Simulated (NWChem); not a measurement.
AlCl3; SMILES [Cl][Al]([Cl])[Cl]

Results from NWChem. Coordinates come from a PBE0/def2-SVP optimisation. Ions are spin-unrestricted doublets at the neutral geometry; other ion states weren't tried.

| level | basis functions | vertical ionisation energy, ΔSCF (eV) | −ε(HOMO) (eV) | ΔSCF minus −ε(HOMO) (eV) | relative time |
|---|---|---|---|---|---|
| PBE/STO-3G | 36 | 9.40 | 5.85 | 3.55 | 1 |
| PBE/def2-SVP | 72 | 10.80 | 7.77 | 3.03 | 2 |
| PBE/def2-SVPD | 105 | 10.96 | 8.09 | 2.87 | 5 |
| PBE/def2-TZVP | 148 | 10.85 | 7.96 | 2.89 | 10 |
| PBE/def2-TZVPD | 181 | 10.87 | 8.02 | 2.85 | 20 |
| PBE/def2-TZVPP | 168 | 10.85 | 7.95 | 2.90 | 20 |

Relative times are rough (shared machine, one core).
